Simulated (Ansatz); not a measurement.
Basis-set extrapolation for C₄H₈F₂, SMILES `CCC(F)CF` (PBE0-D4/def2-TZVP geometry, frozen core, Ansatz 0.2.0). Multiplicity 1, RHF reference.

|  | def2-TZVPP | def2-QZVPP |
| --- | --- | --- |
| HF | -355.153231 | -355.169190 |
| MP2 correlation | -1.187824 | -1.280568 |
| CCSD(T) correlation | -1.274615 | not run |

Energies in hartree. Use E(X) = E(∞) + A·exp(−7.88·√X) for Hartree–Fock and E(X) = E(∞) + B·X^(−2.97) for correlation, with X = 3 and 4, and add CCSD(T) minus MP2 of the smaller set to the MP2 limit.

Problem. What is the CCSD(T) energy at the basis-set limit?

Solution. HF limit: -355.169190 + (-0.015959) × 0.13774 = -355.17139. MP2 limit: -1.280568 + (-0.092744) × 0.74074 = -1.34927. Higher-order term: -1.274615 − (-1.187824) = -0.08679. Total: -356.60745 hartree, 471.6 kJ/mol below CCSD(T)/def2-TZVPP.
